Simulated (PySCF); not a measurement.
**Working with the constants of AlH⁺**

PBE0 constants of AlH⁺, ²Σ⁺ (doublet), unpaired electrons σ ↑ (basis Al def2-TZVP, H def2-TZVP; no relativity; PySCF 2.14; masses 26.9815 and 1.0078 u):

| Item | Value |
| --- | --- |
| ωe | 1664.3 cm⁻¹ |
| ωexe | 63.7 cm⁻¹ |
| Be | 6.6222 cm⁻¹ |
| αe | 0.289 cm⁻¹ |
| D (centrifugal) | 0.000419 cm⁻¹ |
| De to Al⁺ + H | 0.95 eV |

(1) Give the vibrational terms G(v) and spacings up to v = 3.

(2) How well does the Morse estimate ωe²/(4ωexe) reproduce De, and what is D0?

For an ion De counts to the pair picked by the measured ionisation energies or electron affinities, which need not be the lowest pair at this level. The state is the lowest determinant that a PBE0 search found; another state may lie lower at other levels.

Answers

(1) G(v) = ωe(v+½) − ωexe(v+½)².

```tsv
v	G(v) (cm⁻¹)	G(v) − G(v−1)	Bv (cm⁻¹)
0	816		6.478
1	2353	1537	6.189
2	3763	1410	5.900
3	5045	1282	5.611
```

(2) It gives 1.35 eV, 142 % of the computed De. D0 = De − G(0) = 0.95 − 0.10 = 0.85 eV.
